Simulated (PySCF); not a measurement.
Gas-phase reaction: C6H6 + 2 CH3CF3 → 2 CF3 + 2 C4H6 (butadiene)

Energies from PySCF, thermal terms from the rigid-rotor harmonic-oscillator model, ideal gas at 1 bar. † marks an energy on the PBE0/def2-TZVP geometry and frequencies; other levels use their own. MP2 freezes the core. 6-31G* has spherical d functions here. Open shells (unrestricted): CF3 (multiplicity 2); the rest are closed-shell singlets. B3LYP is the form with VWN-RPA correlation. MP2 isn't extrapolated to the basis-set limit.

```
level               ΔH°(298 K), kJ
------------------  --------------
B3LYP/6-31G*            (withheld)
BLYP/def2-TZVP†         (withheld)
HF/def2-TZVP†           (withheld)
M06-2X/def2-TZVP†              715
MP2/def2-SVP†           (withheld)
PBE/def2-SVP                   707
PBE0/def2-SVP†                 738
PBE0/def2-TZVP                 703
ωB97M-V/def2-TZVP†             729
```

Problem. Fill in the missing entries.

Solution. 
- B3LYP/6-31G*, ΔH°(298 K), kJ: 697
- BLYP/def2-TZVP†, ΔH°(298 K), kJ: 616
- HF/def2-TZVP†, ΔH°(298 K), kJ: 577
- MP2/def2-SVP†, ΔH°(298 K), kJ: 754
